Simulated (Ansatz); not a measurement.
The end point of a relaxation of Ni. Space group Fm-3m (No. 225), fcc (Cu type). These are PBE (plane waves to 420 eV, PAW, scalar-relativistic; Ansatz, a quantum-chemistry and plane-wave program) values and carry that method's errors.

```cif
data_Ni4
_chemical_formula_sum 'Ni4'
_space_group_name_H-M_alt 'Fm-3m'
_space_group_IT_number 225
_space_group_name_Hall '-F 4 2 3'
_cell_length_a 3.51889
_cell_length_b 3.51889
_cell_length_c 3.51889
_cell_angle_alpha 90.000
_cell_angle_beta 90.000
_cell_angle_gamma 90.000
loop_
_atom_site_label
_atom_site_type_symbol
_atom_site_symmetry_multiplicity
_atom_site_Wyckoff_symbol
_atom_site_fract_x
_atom_site_fract_y
_atom_site_fract_z
_atom_site_occupancy
Ni1 Ni 4 b 0.50000 0.50000 0.50000 1
```
(The calculation used a cell of 1 atom; values per cell refer to that cell.)

**Question.** What is the computed magnetic moment (PBE)?

**Answer.** Net 0.63 μB/atom, ferromagnetic.

Spin state reached: ferromagnetic (net 0.63 μB/atom), from parallel starting moments; other spin orders were not run from this start.

Measured for Ni: a 3.508 Å (static lattice; corrected from measurement; as listed in Daniel Mejia-Rodriguez, S. B. Trickey, Phys. Rev. B (2018)). Computed minus measured — a: PBE +0.3 %. The computed values are for a static lattice.

The run could not lose the symmetry of its start.
